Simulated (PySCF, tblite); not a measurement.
# CH5N: changes of charge

Aim: compute the changes of charge of CH5N (`CN`).

Computed with tblite 0.8.0 and PySCF 2.14.0 and routines of our own; the level stands in each step. Atoms count from 0.

## 1. The system as given

7 atoms, charge 0, multiplicity 1; geometry from: start built from the parent or by distance geometry.

## 2. Optimising the geometry with GFN2-xTB

What the job is given:

```
{"job": {"kind": "relax", "xc": "GFN2-xTB", "basis": "xTB"}, "charge": 0, "multiplicity": 1}
C     -0.561300     0.113900    -0.012500
N      0.818500    -0.122800    -0.203200
H     -1.073100    -0.539500    -0.755800
H     -0.825100     1.194000    -0.222200
H     -0.930600    -0.240000     0.992100
H      1.139000    -1.063300     0.100100
H      1.439400     0.667500     0.047300
```

On the command line:

```bash
$ OMP_NUM_THREADS=1 python redox_run.py task.json out
```

This one command runs all jobs of the session in turn.

Standard output:

```text
step      E/eV     max force
  0    -206.21368    2.000
  1    -206.31394    0.865
  2    -206.35720    0.872
  3    -206.40562    0.424
  4    -206.41507    0.309
  5    -206.42377    0.250
  6    -206.42701    0.251
  7    -206.43137    0.220
  8    -206.43426    0.163
  9    -206.43649    0.141
 10    -206.43771    0.123
 11    -206.43890    0.129
 12    -206.44028    0.130
 13    -206.44169    0.142
 14    -206.44295    0.114
 15    -206.44447    0.132
 16    -206.44682    0.214
 17    -206.45005    0.235
 18    -206.45345    0.205
 19    -206.45575    0.117
 20    -206.45666    0.097
 21    -206.45714    0.081
 22    -206.45749    0.048
 23    -206.45764    0.047
 24    -206.45770    0.026
 25    -206.45773    0.019
 26    -206.45775    0.012
 27    -206.45776    0.010
```

Wall time 0.03 s (1 thread of Intel Xeon 6975P-C, shared host).

Relaxation path:

| step | energy from step 0 (eV) | largest force (eV/Å) |
| --- | --- | --- |
| 0 | 0.0000 | 2.0003 |
| 1 | -0.1003 | 0.8655 |
| 2 | -0.1435 | 0.8716 |
| 3 | -0.1919 | 0.4242 |
| 4 | -0.2014 | 0.3090 |
| 5 | -0.2101 | 0.2499 |
| 6 | -0.2133 | 0.2514 |
| 7 | -0.2177 | 0.2200 |
| 8 | -0.2206 | 0.1628 |
| 9 | -0.2228 | 0.1415 |
| 10 | -0.2240 | 0.1229 |
| 11 | -0.2252 | 0.1290 |
| 12 | -0.2266 | 0.1301 |
| 13 | -0.2280 | 0.1415 |
| 14 | -0.2293 | 0.1143 |
| 15 | -0.2308 | 0.1317 |
| 16 | -0.2331 | 0.2136 |
| 17 | -0.2364 | 0.2351 |
| 18 | -0.2398 | 0.2053 |
| 19 | -0.2421 | 0.1174 |
| 20 | -0.2430 | 0.0975 |
| 21 | -0.2435 | 0.0807 |
| 22 | -0.2438 | 0.0481 |
| 23 | -0.2440 | 0.0466 |
| 24 | -0.2440 | 0.0261 |
| 25 | -0.2440 | 0.0188 |
| 26 | -0.2441 | 0.0121 |
| 27 | -0.2441 | 0.0100 |

Distances of close pairs at the start and the end, largest changes first:

| bond | before (Å) | after (Å) | change (Å) |
| --- | --- | --- | --- |
| C0–H3 | 1.131 | 1.090 | -0.042 |
| C0–N1 | 1.413 | 1.452 | +0.040 |
| C0–H4 | 1.127 | 1.100 | -0.028 |
| C0–H2 | 1.114 | 1.089 | -0.025 |
| N1–H5 | 1.039 | 1.015 | -0.024 |
| N1–H6 | 1.036 | 1.015 | -0.021 |

The next job starts from the end point, and lists it.

## 3. Harmonic vibrations with GFN2-xTB

What the job is given:

```
{"job": {"kind": "ir", "xc": "GFN2-xTB", "basis": "xTB"}, "charge": 0, "multiplicity": 1}
C     -0.563901     0.096039    -0.035925
N      0.857006    -0.072462    -0.285417
H     -1.113385    -0.590304    -0.679332
H     -0.843706     1.114906    -0.301729
H     -0.868422    -0.086250     1.005005
H      1.146197    -1.016771    -0.051631
H      1.392880     0.564651     0.294874
```

Standard output:

```text
mode    cm-1     km/mol
  1     348.8     40.80
  2     915.9    148.97
  3     950.2      4.05
  4    1104.7     13.65
  5    1161.6     38.10
  6    1294.2      0.91
  7    1418.7      2.67
  8    1496.6      6.85
  9    1499.9      0.56
 10    1573.5     26.33
 11    2867.0    107.35
 12    3012.9     37.51
 13    3015.0     32.36
 14    3383.1     10.92
 15    3413.6     12.49
ZPE 164.221  H(298)-E 175.539  G(298)-E 104.173 kJ/mol  S 239.36 J/(mol K)
```

Run time: 0.06 s. Hardware: 1 thread of Intel Xeon 6975P-C, shared host.

Which atoms move in the most intense modes:

| cm⁻¹ | km/mol | atoms |
| --- | --- | --- |
| 349 | 40.8 | H6 31 %, H5 31 %, H2 12 %, H3 12 % |
| 916 | 149.0 | H6 30 %, H5 30 %, N1 14 %, H4 12 % |
| 1105 | 13.7 | C0 45 %, N1 38 % |
| 1162 | 38.1 | H4 26 %, C0 17 %, N1 13 %, H2 13 % |
| 1574 | 26.3 | H6 45 %, H5 45 % |
| 2867 | 107.3 | H4 93 % |
| 3013 | 37.5 | H3 47 %, H2 44 % |
| 3015 | 32.4 | H2 49 %, H3 46 % |

## 4. Relaxing the molecule at PBE0-D3(BJ)/def2-SVP

Settings changed since step 3:

```diff
@@ -1,2 +1,2 @@
-{"job": {"kind": "ir", "xc": "GFN2-xTB", "basis": "xTB"}, "charge": 0, "multiplicity": 1}
+{"job": {"xc": "PBE0", "basis": "def2-SVP", "d3": "d3bj", "grid": 1, "kind": "geom"}, "charge": 0, "multiplicity": 1}
 C     -0.563901     0.096039    -0.035925
```

Standard output:

```text
step   0  E = -95.66826231  max force = 0.016325
step   1  E = -95.66883564  max force = 0.002293
step   2  E = -95.66884435  max force = 0.000113
optimisation converged
```

Run time: 1.4 s. Hardware: 1 thread of Intel Xeon 6975P-C, shared host.

Relaxation path:

| step | energy from step 0 (eV) | largest force component (eV/Å) |
| --- | --- | --- |
| 0 | 0.0000 | 0.8395 |
| 1 | -0.0156 | 0.1179 |
| 2 | -0.0158 | 0.0058 |

Close pairs (by a distance rule), those that changed most:

| bond | before (Å) | after (Å) | change (Å) |
| --- | --- | --- | --- |
| C0–H2 | 1.089 | 1.102 | +0.012 |
| C0–H3 | 1.090 | 1.102 | +0.012 |
| C0–H4 | 1.100 | 1.111 | +0.011 |
| C0–N1 | 1.452 | 1.447 | -0.006 |
| N1–H6 | 1.015 | 1.018 | +0.003 |
| N1–H5 | 1.015 | 1.018 | +0.003 |

The final coordinates are the input of the step that follows.

| at the end point | value |
| --- | --- |
| point group (found at 0.08 Å tolerance) | Cs |
| rotational constants (GHz, main isotopes) | 103.0, 23.035, 22.135 |
| dipole moment (D) | 1.35 |

## 5. Harmonic vibrations (CH5N): PBE0-D3(BJ)/def2-SVP

What the job is given:

```
{"job": {"xc": "PBE0", "basis": "def2-SVP", "d3": "d3bj", "grid": 2, "kind": "hessian"}, "charge": 0, "multiplicity": 1}
C     -0.551264     0.092027    -0.038787
N      0.865088    -0.068764    -0.286190
H     -1.123929    -0.589768    -0.687920
H     -0.863863     1.113536    -0.308995
H     -0.891357    -0.087770     1.003381
H      1.164729    -1.010593    -0.043493
H      1.403996     0.558845     0.306577
```

Standard output:

```text
coarse grid: 5248 points
cycle   1  E = -95.6357634319  dE = -2.551e-02  |g| = 3.190e-01  |ddm| = 2.309e+00
cycle   2  E = -95.6287199102  dE =  7.044e-03  |g| = 3.736e-01  |ddm| = 6.102e-01
cycle   3  E = -95.6601884031  dE = -3.147e-02  |g| = 2.748e-02  |ddm| = 3.310e-01
cycle   4  E = -95.6603311054  dE = -1.427e-04  |g| = 8.668e-03  |ddm| = 2.657e-02
cycle   5  E = -95.6603466358  dE = -1.553e-05  |g| = 2.998e-03  |ddm| = 8.822e-03
cycle   6  E = -95.6603487721  dE = -2.136e-06  |g| = 1.754e-04  |ddm| = 2.397e-03
final grid: 49064 points
cycle   7  E = -95.6688555264  dE = -9.563e-06  |g| = 5.816e-03  |ddm| = 1.272e-02
cycle   8  E = -95.6688525173  dE =  3.009e-06  |g| = 6.899e-03  |ddm| = 1.079e-02
cycle   9  E = -95.6688637677  dE = -1.125e-05  |g| = 3.362e-04  |ddm| = 5.883e-03
cycle  10  E = -95.6688637908  dE = -2.314e-08  |g| = 1.052e-04  |ddm| = 3.060e-04
cycle  11  E = -95.6688637932  dE = -2.393e-09  |g| = 1.199e-05  |ddm| = 8.296e-05
cycle  12  E = -95.6688637932  dE = -3.445e-11  |g| = 7.826e-07  |ddm| = 1.479e-05
converged SCF energy = -95.6688637932

mode    cm-1
  1     330.2
  2     828.0
  3     978.0
  4    1117.4
  5    1171.2
  6    1338.1
  7    1442.8
  8    1477.3
  9    1494.7
 10    1645.2
 11    2973.5
 12    3087.5
 13    3136.1
 14    3544.7
 15    3626.5
ZPE 168.621  H(298)-E 180.021  G(298)-E 108.496 kJ/mol  S 239.90 J/(mol K)
```

Run time: 12 s. Hardware: 1 thread of Intel Xeon 6975P-C, shared host; peak memory 0.71 GiB.

Zero-point energy 168.62 kJ/mol (xTB gave 164.22).

## 6. Single point (CH5N): CAM-B3LYP-D3(BJ)/ma-def2-TZVP

Geometry: PBE0-D3(BJ)/def2-SVP.

Settings changed since step 5:

```diff
@@ -1,2 +1,2 @@
-{"job": {"xc": "PBE0", "basis": "def2-SVP", "d3": "d3bj", "grid": 2, "kind": "hessian"}, "charge": 0, "multiplicity": 1}
+{"job": {"kind": "sp", "xc": "CAM-B3LYP", "basis": "ma-def2-TZVP", "d3": "d3bj", "grid": 2}, "charge": 0, "multiplicity": 1}
 C     -0.551264     0.092027    -0.038787
```

Standard output:

```text
coarse grid: 5248 points
cycle   1  E = -95.8293264825  dE = -1.029e-02  |g| = 3.074e-01  |ddm| = 1.585e+00
cycle   2  E = -95.8302956888  dE = -9.692e-04  |g| = 3.244e-01  |ddm| = 5.989e-01
cycle   3  E = -95.8513465394  dE = -2.105e-02  |g| = 2.818e-02  |ddm| = 2.570e-01
cycle   4  E = -95.8514950857  dE = -1.485e-04  |g| = 8.073e-03  |ddm| = 2.382e-02
cycle   5  E = -95.8515081259  dE = -1.304e-05  |g| = 3.078e-03  |ddm| = 6.885e-03
cycle   6  E = -95.8515104369  dE = -2.311e-06  |g| = 4.645e-04  |ddm| = 2.094e-03
final grid: 49064 points
cycle   7  E = -95.8470077629  dE = -1.809e-05  |g| = 3.542e-03  |ddm| = 1.580e-02
cycle   8  E = -95.8470078606  dE = -9.766e-08  |g| = 3.523e-03  |ddm| = 4.282e-03
cycle   9  E = -95.8470105006  dE = -2.640e-06  |g| = 2.822e-04  |ddm| = 2.113e-03
cycle  10  E = -95.8470105130  dE = -1.237e-08  |g| = 1.506e-04  |ddm| = 2.823e-04
cycle  11  E = -95.8470105176  dE = -4.635e-09  |g| = 1.735e-05  |ddm| = 8.196e-05
converged SCF energy = -95.8470105176
```

Wall time 1.1 s (1 thread of Intel Xeon 6975P-C, shared host); peak memory 0.42 GiB.

## 7. Single point (CH5N+ (doublet)): CAM-B3LYP-D3(BJ)/ma-def2-TZVP

Geometry: PBE0-D3(BJ)/def2-SVP, that of another charge or spin state.

Settings changed since step 6:

```diff
@@ -1,2 +1,2 @@
-{"job": {"kind": "sp", "xc": "CAM-B3LYP", "basis": "ma-def2-TZVP", "d3": "d3bj", "grid": 2}, "charge": 0, "multiplicity": 1}
+{"job": {"kind": "sp", "xc": "CAM-B3LYP", "basis": "ma-def2-TZVP", "d3": "d3bj", "grid": 2}, "charge": 1, "multiplicity": 2}
 C     -0.551264     0.092027    -0.038787
```

Standard output:

```text
final grid: 49064 points
cycle   1  E = -95.4156190662  dE =  3.318e-03  |g| = 4.373e-01  |ddm| = 4.420e-01
cycle   2  E = -95.3999409255  dE =  1.568e-02  |g| = 4.663e-01  |ddm| = 4.118e-01
cycle   3  E = -95.4904071392  dE = -9.047e-02  |g| = 2.296e-02  |ddm| = 2.304e-01
cycle   4  E = -95.4907795174  dE = -3.724e-04  |g| = 1.519e-02  |ddm| = 2.145e-02
cycle   5  E = -95.4909440189  dE = -1.645e-04  |g| = 4.351e-03  |ddm| = 1.156e-02
cycle   6  E = -95.4909858815  dE = -4.186e-05  |g| = 1.208e-03  |ddm| = 8.886e-03
cycle   7  E = -95.4909892299  dE = -3.348e-06  |g| = 3.166e-04  |ddm| = 2.681e-03
cycle   8  E = -95.4909894659  dE = -2.360e-07  |g| = 9.094e-05  |ddm| = 7.305e-04
cycle   9  E = -95.4909894845  dE = -1.858e-08  |g| = 3.349e-05  |ddm| = 1.601e-04
cycle  10  E = -95.4909894876  dE = -3.130e-09  |g| = 1.079e-05  |ddm| = 7.586e-05
converged SCF energy = -95.4909894876
```

Run time: 2.2 s. Hardware: 1 thread of Intel Xeon 6975P-C, shared host; peak memory 0.42 GiB.

## 8. Single point (CH₅N): CAM-B3LYP-D3(BJ)/ma-def2-TZVP

Geometry: PBE0-D3(BJ)/def2-SVP, that of another charge or spin state.

What the job is given:

```
{"job": {"kind": "sp", "xc": "CAM-B3LYP", "basis": "ma-def2-TZVP", "d3": "d3bj", "grid": 2}, "charge": 0, "multiplicity": 1}
C     -0.583523     0.092329    -0.033803
N      0.804754    -0.110259    -0.006619
H     -1.112519    -0.748239    -0.496823
H     -0.795878     1.033772    -0.598835
H     -0.953748     0.315329     0.988330
H      1.255886    -0.894374    -0.493561
H      1.429952     0.537344     0.489400
```

Standard output:

```text
coarse grid: 5248 points
cycle   1  E = -95.8183559953  dE =  2.749e-02  |g| = 3.158e-01  |ddm| = 1.607e+00
cycle   2  E = -95.8146133315  dE =  3.743e-03  |g| = 3.630e-01  |ddm| = 4.040e-01
cycle   3  E = -95.8410324387  dE = -2.642e-02  |g| = 1.359e-02  |ddm| = 1.939e-01
cycle   4  E = -95.8410791567  dE = -4.672e-05  |g| = 7.366e-03  |ddm| = 1.569e-02
cycle   5  E = -95.8410909065  dE = -1.175e-05  |g| = 1.824e-03  |ddm| = 5.006e-03
cycle   6  E = -95.8410919492  dE = -1.043e-06  |g| = 2.361e-04  |ddm| = 1.855e-03
final grid: 49064 points
cycle   7  E = -95.8364595917  dE = -1.885e-05  |g| = 3.256e-03  |ddm| = 1.948e-02
cycle   8  E = -95.8364594152  dE =  1.765e-07  |g| = 3.497e-03  |ddm| = 4.053e-03
cycle   9  E = -95.8364619287  dE = -2.513e-06  |g| = 2.432e-04  |ddm| = 1.875e-03
cycle  10  E = -95.8364619398  dE = -1.107e-08  |g| = 1.472e-04  |ddm| = 2.466e-04
cycle  11  E = -95.8364619444  dE = -4.653e-09  |g| = 1.765e-05  |ddm| = 8.698e-05
converged SCF energy = -95.8364619444
```

Wall time 0.98 s (1 thread of Intel Xeon 6975P-C, shared host); peak memory 0.42 GiB.

## 9. Single point (CH5N+ (doublet), C[NH2+]): CAM-B3LYP-D3(BJ)/ma-def2-TZVP

Geometry: PBE0-D3(BJ)/def2-SVP.

Settings changed since step 8:

```diff
@@ -1,2 +1,2 @@
-{"job": {"kind": "sp", "xc": "CAM-B3LYP", "basis": "ma-def2-TZVP", "d3": "d3bj", "grid": 2}, "charge": 0, "multiplicity": 1}
+{"job": {"kind": "sp", "xc": "CAM-B3LYP", "basis": "ma-def2-TZVP", "d3": "d3bj", "grid": 2}, "charge": 1, "multiplicity": 2}
 C     -0.583523     0.092329    -0.033803
```

Standard output:

```text
final grid: 49064 points
cycle   1  E = -95.4516548660  dE = -3.230e-03  |g| = 4.103e-01  |ddm| = 4.030e-01
cycle   2  E = -95.4444502244  dE =  7.205e-03  |g| = 4.214e-01  |ddm| = 3.572e-01
cycle   3  E = -95.5168173534  dE = -7.237e-02  |g| = 1.789e-02  |ddm| = 1.898e-01
cycle   4  E = -95.5170654966  dE = -2.481e-04  |g| = 1.248e-02  |ddm| = 1.716e-02
cycle   5  E = -95.5171719329  dE = -1.064e-04  |g| = 3.395e-03  |ddm| = 9.374e-03
cycle   6  E = -95.5171944179  dE = -2.248e-05  |g| = 7.434e-04  |ddm| = 6.400e-03
cycle   7  E = -95.5171953420  dE = -9.241e-07  |g| = 2.088e-04  |ddm| = 1.213e-03
cycle   8  E = -95.5171954039  dE = -6.188e-08  |g| = 4.910e-05  |ddm| = 3.544e-04
cycle   9  E = -95.5171954075  dE = -3.645e-09  |g| = 1.706e-05  |ddm| = 8.162e-05
converged SCF energy = -95.5171954075
```

Run time: 2 s. Hardware: 1 thread of Intel Xeon 6975P-C, shared host; peak memory 0.42 GiB.

## 10. Changes of charge: CAM-B3LYP-D3(BJ)/ma-def2-TZVP

This step combines the energies above: geometries from PBE0-D3(BJ)/def2-SVP, zero-point and thermal terms from PBE0-D3(BJ)/def2-SVP.

What the job is given:

```
{"job": {"kind": "rx", "dirs": [1], "geom": {"xc": "PBE0", "basis": "def2-SVP", "d3": "d3bj", "grid": 1}, "hess": 1, "level": {"xc": "CAM-B3LYP", "basis": "ma-def2-TZVP", "d3": "d3bj"}}, "charge": 0, "multiplicity": 1}
C     -0.551264     0.092027    -0.038787
N      0.865088    -0.068764    -0.286190
H     -1.123929    -0.589768    -0.687920
H     -0.863863     1.113536    -0.308995
H     -0.891357    -0.087770     1.003381
H      1.164729    -1.010593    -0.043493
H      1.403996     0.558845     0.306577
```

Output (the driver's rows laid out field by field):

```text
ionisation and electron attachment, CAM-B3LYP-D3(BJ)/ma-def2-TZVP // PBE0-D3(BJ)/def2-SVP

row 1
  change                  oxidation
  charge                  1
  multiplicity            2
  vertical_ev             9.6878
  vertical_s2             0.755
  formula                 CH5N
  smiles                  C[NH2+]
  kept                    yes
  pieces                  1
  point_group             C1
  faults                  imaginary_mode
  adiabatic_electronic_ev 8.9747
  adiabatic_ev            8.8977
  free_energy_ev          8.863
  s2                      0.755
  bonds_moved             0 1 1.447 1.403; 0 3 1.102 1.118; 1 6 1.018 1.028; 1 5 1.018 1.027
  spin_on                 1 N 0.895; 3 H 0.093
  charge_moved            1 N 0.484; 4 H 0.132; 5 H 0.111; 6 H 0.107
  vertical_back_ev        8.6877
  relaxation_parent_ev    0.287
  relaxation_ion_ev       0.7131
  reorganisation_ev       1.0001
```

Wall time 75 s (1 thread of Intel Xeon 6975P-C, shared host); peak memory 0.42 GiB.

Energy taken up on oxidation, or given off on reduction (eV; adiabatic with zero-point energy):

| change | product | vertical | adiabatic | free energy | reorganisation | ⟨S²⟩ |
| --- | --- | --- | --- | --- | --- | --- |
| oxidation (multiplicity 2) | C[NH2+] | 9.69 | 8.90 | 8.86 | 1.00 | 0.76 |

On oxidation to multiplicity 2 charge changes most on N1 (+0.48 e), H4 (+0.13 e), H5 (+0.11 e); the spin sits on N1 (0.90), H3 (0.09); the bond C0–N1 goes from 1.447 to 1.403 Å.

The driver flags rows whose values are rough: an imaginary mode (oxidation).

## 11. Single point (CH₅N): wavefunction

Geometry: PBE0-D3(BJ)/def2-SVP.

What the job is given:

```
{"job": {"kind": "sp", "xc": "CCSD(T)", "basis": "ma-def2-TZVP", "grid": 2}, "charge": 0, "multiplicity": 1}
C     -0.551264     0.092027    -0.038787
N      0.865088    -0.068764    -0.286190
H     -1.123929    -0.589768    -0.687920
H     -0.863863     1.113536    -0.308995
H     -0.891357    -0.087770     1.003381
H      1.164729    -1.010593    -0.043493
H      1.403996     0.558845     0.306577
```

Level: wavefunction single point, frozen core, gas phase.

Standard output:

```text
final grid: 49064 points
cycle   1  E = -95.2313642716  dE =  3.828e-02  |g| = 2.783e-01  |ddm| = 1.548e+00
cycle   2  E = -95.2519704247  dE = -2.061e-02  |g| = 8.395e-02  |ddm| = 2.936e-01
cycle   3  E = -95.2536658343  dE = -1.695e-03  |g| = 3.026e-02  |ddm| = 7.430e-02
cycle   4  E = -95.2539237144  dE = -2.579e-04  |g| = 6.426e-03  |ddm| = 2.231e-02
cycle   5  E = -95.2539391264  dE = -1.541e-05  |g| = 1.788e-03  |ddm| = 8.059e-03
cycle   6  E = -95.2539410105  dE = -1.884e-06  |g| = 6.407e-04  |ddm| = 3.226e-03
cycle   7  E = -95.2539413000  dE = -2.895e-07  |g| = 2.010e-04  |ddm| = 1.353e-03
cycle   8  E = -95.2539413406  dE = -4.067e-08  |g| = 3.838e-05  |ddm| = 5.333e-04
cycle   9  E = -95.2539413420  dE = -1.383e-09  |g| = 8.225e-06  |ddm| = 1.470e-04
converged SCF energy = -95.2539413420
E(HF, exact integrals) = -95.2539560451
E(MP2) = -95.6443562494
E(CCSD) = -95.6705565535
E(CCSD(T)) = -95.6845170076
T1 diagnostic = 0.0085
```

Run time: 9.7 s. Hardware: 1 thread of Intel Xeon 6975P-C, shared host; peak memory 0.77 GiB.

## 12. Single point (CH5N+ (doublet)): wavefunction

Geometry: PBE0-D3(BJ)/def2-SVP, that of another charge or spin state.

Settings changed since step 11:

```diff
@@ -1,2 +1,2 @@
-{"job": {"kind": "sp", "xc": "CCSD(T)", "basis": "ma-def2-TZVP", "grid": 2}, "charge": 0, "multiplicity": 1}
+{"job": {"kind": "sp", "xc": "CCSD(T)", "basis": "ma-def2-TZVP", "grid": 2}, "charge": 1, "multiplicity": 2}
 C     -0.551264     0.092027    -0.038787
```

Method: wavefunction single point, frozen core, gas phase.

Standard output:

```text
final grid: 49064 points
cycle   1  E = -94.9237820100  dE = -6.031e-02  |g| = 1.843e-01  |ddm| = 3.281e-01
cycle   2  E = -94.9386934433  dE = -1.491e-02  |g| = 9.732e-02  |ddm| = 1.336e-01
cycle   3  E = -94.9433866886  dE = -4.693e-03  |g| = 2.658e-02  |ddm| = 5.159e-02
cycle   4  E = -94.9451760860  dE = -1.789e-03  |g| = 1.084e-02  |ddm| = 4.509e-02
cycle   5  E = -94.9454440243  dE = -2.679e-04  |g| = 4.881e-03  |ddm| = 1.833e-02
cycle   6  E = -94.9454888563  dE = -4.483e-05  |g| = 1.697e-03  |ddm| = 9.180e-03
cycle   7  E = -94.9454933930  dE = -4.537e-06  |g| = 6.876e-04  |ddm| = 3.176e-03
cycle   8  E = -94.9454940879  dE = -6.949e-07  |g| = 2.221e-04  |ddm| = 1.025e-03
cycle   9  E = -94.9454941850  dE = -9.706e-08  |g| = 6.107e-05  |ddm| = 4.382e-04
cycle  10  E = -94.9454941917  dE = -6.710e-09  |g| = 2.336e-05  |ddm| = 1.062e-04
converged SCF energy = -94.9454941917
E(HF, exact integrals) = -94.9454972312
E(MP2) = -95.2841416584
E(CCSD) = -95.3184581666
E(CCSD(T)) = -95.3303607607
T1 diagnostic = 0.0325
```

Wall time 52 s (1 thread of Intel Xeon 6975P-C, shared host); peak memory 4.3 GiB.

## 13. Single point (CH₅N): wavefunction

Geometry: PBE0-D3(BJ)/def2-SVP, that of another charge or spin state.

What the job is given:

```
{"job": {"kind": "sp", "xc": "CCSD(T)", "basis": "ma-def2-TZVP", "grid": 2}, "charge": 0, "multiplicity": 1}
C     -0.583523     0.092329    -0.033803
N      0.804754    -0.110259    -0.006619
H     -1.112519    -0.748239    -0.496823
H     -0.795878     1.033772    -0.598835
H     -0.953748     0.315329     0.988330
H      1.255886    -0.894374    -0.493561
H      1.429952     0.537344     0.489400
```

Level: wavefunction single point, frozen core, gas phase.

Standard output:

```text
final grid: 49064 points
cycle   1  E = -95.2211250757  dE =  8.137e-02  |g| = 2.564e-01  |ddm| = 1.579e+00
cycle   2  E = -95.2389236670  dE = -1.780e-02  |g| = 7.978e-02  |ddm| = 1.988e-01
cycle   3  E = -95.2404194462  dE = -1.496e-03  |g| = 3.224e-02  |ddm| = 6.257e-02
cycle   4  E = -95.2406744873  dE = -2.550e-04  |g| = 4.535e-03  |ddm| = 2.154e-02
cycle   5  E = -95.2406811291  dE = -6.642e-06  |g| = 1.454e-03  |ddm| = 5.028e-03
cycle   6  E = -95.2406818992  dE = -7.701e-07  |g| = 2.747e-04  |ddm| = 1.525e-03
cycle   7  E = -95.2406819406  dE = -4.141e-08  |g| = 5.983e-05  |ddm| = 4.774e-04
cycle   8  E = -95.2406819435  dE = -2.914e-09  |g| = 1.047e-05  |ddm| = 1.395e-04
converged SCF energy = -95.2406819435
E(HF, exact integrals) = -95.2406986825
E(MP2) = -95.6319119838
E(CCSD) = -95.6574507799
E(CCSD(T)) = -95.6712707283
T1 diagnostic = 0.0086
```

Run time: 9.5 s. Hardware: 1 thread of Intel Xeon 6975P-C, shared host; peak memory 0.8 GiB.

## 14. Single point (CH5N+ (doublet), C[NH2+]): wavefunction

Geometry: PBE0-D3(BJ)/def2-SVP.

Settings changed since step 13:

```diff
@@ -1,2 +1,2 @@
-{"job": {"kind": "sp", "xc": "CCSD(T)", "basis": "ma-def2-TZVP", "grid": 2}, "charge": 0, "multiplicity": 1}
+{"job": {"kind": "sp", "xc": "CCSD(T)", "basis": "ma-def2-TZVP", "grid": 2}, "charge": 1, "multiplicity": 2}
 C     -0.583523     0.092329    -0.033803
```

With the program's defaults for keys left out, this is: wavefunction single point, frozen core, gas phase.

Standard output:

```text
final grid: 49064 points
cycle   1  E = -94.9502267132  dE = -5.792e-02  |g| = 1.823e-01  |ddm| = 3.092e-01
cycle   2  E = -94.9644023160  dE = -1.418e-02  |g| = 9.454e-02  |ddm| = 1.275e-01
cycle   3  E = -94.9687216235  dE = -4.319e-03  |g| = 2.598e-02  |ddm| = 4.782e-02
cycle   4  E = -94.9703496414  dE = -1.628e-03  |g| = 9.595e-03  |ddm| = 4.397e-02
cycle   5  E = -94.9705449370  dE = -1.953e-04  |g| = 3.911e-03  |ddm| = 1.523e-02
cycle   6  E = -94.9705694949  dE = -2.456e-05  |g| = 1.227e-03  |ddm| = 6.244e-03
cycle   7  E = -94.9705715594  dE = -2.064e-06  |g| = 4.805e-04  |ddm| = 2.059e-03
cycle   8  E = -94.9705719045  dE = -3.451e-07  |g| = 1.616e-04  |ddm| = 7.121e-04
cycle   9  E = -94.9705719537  dE = -4.922e-08  |g| = 3.727e-05  |ddm| = 3.217e-04
cycle  10  E = -94.9705719559  dE = -2.155e-09  |g| = 1.167e-05  |ddm| = 7.114e-05
converged SCF energy = -94.9705719559
E(HF, exact integrals) = -94.9705754542
E(MP2) = -95.3093446901
E(CCSD) = -95.3435838103
E(CCSD(T)) = -95.3553398763
T1 diagnostic = 0.0297
```

Run time: 50 s. Hardware: 1 thread of Intel Xeon 6975P-C, shared host; peak memory 4.3 GiB.

(Part 1 of 2 ends here.)
